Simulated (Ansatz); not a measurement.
# SiH₃+ (singlet): RPA-PBE over a scan of the distance Si1–H3, aug-cc-pVDZ

Aim: run SiH₃+ (singlet) with these functionals over a scan of the distance Si1–H3, and hold them against the top wave-function level at the same points.

The runs use Ansatz 0.2.0, Gaussian basis; aug-cc-pVDZ, all electrons in the functionals, frozen cores in the correlation of double hybrids and RPA.

The runs, in order: RPA-PBE, at 1.161 Å; 1.321 Å; 1.472 Å; 1.631 Å; 1.839 Å; 2.050 Å; 2.395 Å; 2.754 Å; 3.185 Å; 4.012 Å; 4.924 Å.

6 further runs of the same task are left out: 6 for a known fault of the program.

## 1. What is computed

The geometry derives from a PBE0/def2-TZVP stationary point (not a proven minimum). One bond is set to the value named and the two fragments are kept rigid.

4 atoms, charge 1, spin multiplicity 1.

Atoms are counted from 1 here; the program's logs count them from 0.

Bond lengths: Si1–H2 1.472 Å, Si1–H3 1.472 Å, Si1–H4 1.472 Å. Angles: H2–Si1–H3 120.0°, H2–Si1–H4 120.0°, H3–Si1–H4 120.0°.

No dispersion term is added.

The geometry shown and the zero of energy belong to the point 1.472 Å. The yardstick, FCI, and other wave-function levels (R restricted, U unrestricted, valence and pair active spaces) come from earlier runs.

## 2. RPA-PBE, 1.161 Å

Input file in.yaml:

```yaml
crystal:
  periodic: [false, false, false]
  atoms:
    - {symbol: Si, position_ang: [-0.005122, 0.008678, -0.000020]}
    - {symbol: H, position_ang: [1.466820, 0.022904, -0.000116]}
    - {symbol: H, position_ang: [-0.595313, 1.008473, -0.002311]}
    - {symbol: H, position_ang: [-0.728774, -1.273172, 0.002981]}
basis:
  gaussian: {orbitals: aug-cc-pVDZ}
total_charge: 1
hamiltonian: {xc: {name: PBE}}
correlation: {method: rpa, electrons: outside_noble_gas}
```

Started as:

```
> ansatz run in.yaml --threads 1 --pin off --events-out ev --progress --plain --max-ram 4096MiB --backend cpu
```

The runs that follow: RPA-PBE, 1.321 Å; RPA-PBE, 1.472 Å; RPA-PBE, 1.631 Å; RPA-PBE, 1.839 Å; RPA-PBE, 2.050 Å; RPA-PBE, 2.395 Å; RPA-PBE, 2.754 Å; RPA-PBE, 3.185 Å; RPA-PBE, 4.012 Å; RPA-PBE, 4.924 Å.

Before running them: what should the planned runs give, taken together? Wanted: span of the FCI curve; largest miss, RPA-PBE.

**Answer**, as computed:

| quantity | value |
| --- | --- |
| span of the FCI curve | 384.2 kJ/mol |
| largest miss, RPA-PBE | -20.0 kJ/mol (4.924 Å) |

What this shows: RPA-PBE strays by up to 20.0 kJ/mol, at 4.924 Å. RPA-PBE clearly breaks the spin symmetry at some points (⟨S²⟩ up to 0.88 above the pure value), so energy there is bought with a mixed spin. Functionals and the yardstick converge differently with the basis, so part of each miss in aug-cc-pVDZ is the basis.
